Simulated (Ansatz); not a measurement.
This Ansatz (a quantum-chemistry and plane-wave program) input (CCSD(T)/cc-pwCVTZ) gives -460.61684 Eh with 73 basis functions. A basis named .json is the Basis Set Exchange file of that set (core-valence sets with the plain set on hydrogen).

Ansatz 0.2 input:
```yaml
crystal:
  periodic: [false, false, false]
  atoms:
    - {symbol: Cl, position_ang: [-0.00000000, -0.00000000, -0.07122178]}
    - {symbol: H, position_ang: [0.00000000, 0.00000000, 1.21077034]}
basis:
  gaussian:
    orbitals: cc-pwCVTZ.json
magnetization: {spin_polarized: false}
correlation: {method: ccsd_t, frozen_orbitals: {Cl: 1, H: 0}}
```

Change:
```diff
- orbitals: cc-pwCVTZ.json
+ orbitals: cc-pCVQZ.json
```

Q: What does the run give now?

A: -460.70140 Eh (CCSD(T)/cc-pCVQZ, 139 functions), a change of -84.56 mEh.
